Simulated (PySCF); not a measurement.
phosphine (H₃P), SMILES P. Geometry optimised at PBE-D3(BJ)/def2-TZVPD.

These are PySCF with PBE-D3(BJ)/def2-TZVPD values and carry that method's errors.

Harmonic wavenumbers (cm⁻¹): 973, 1091, 1091, 2325, 2339, 2339. Rotational constants (GHz): 130.3, 130.3, 117.6; symmetry number 3.

### Question
Work out the zero-point energy and the ideal-gas rigid-rotor harmonic-oscillator thermochemistry at 298.15 K and 1 atm.

### Answer
ZPE = ½ Σ hcν = ½ × 10158 cm⁻¹ = 60.76 kJ/mol. H − E(el) = 70.92 kJ/mol. Entropy in J/(mol K): translation 152.72, rotation 56.72, vibration 0.98, total 210.42. G − E(el) = 8.18 kJ/mol. Cp = 37.41 J/(mol K).
